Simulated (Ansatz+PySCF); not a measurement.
Two shapes of singlet AlH2(+).

Shape 1:

```xyz
3

Al    0.0000    0.0000    0.0000
H     2.5349    0.0000    0.0000
H    -1.9394    0.0000    0.0000
```

Shape 2:

```xyz
3

Al    0.0000    0.0000    0.0000
H     1.3292    0.0000    1.1153
H    -1.9677    0.0000    1.6511
```

Basis set: 6-31G (spherical functions). Frozen core: 5 orbitals. Charge 1, multiplicity 1.

Computed with Ansatz (development build ahead of 0.2.0); the reference of a correlated method needn't be the lowest determinant of its kind.

(1) Which shape is lower in energy, and by how much in each method?

Answers

(1)

```csv
method,E(2) − E(1) (eV)
RHF-CCSD,0.351
RHF-CCSD(T),0.326
full CI (lowest root of this spin),0.335
```

Shape 1 is lower. Caution for RHF-CCSD, RHF-CCSD(T): large amplitudes, a single reference is doubtful; the reference determinant was not shown to be the lowest; an unrestricted determinant lies well below.
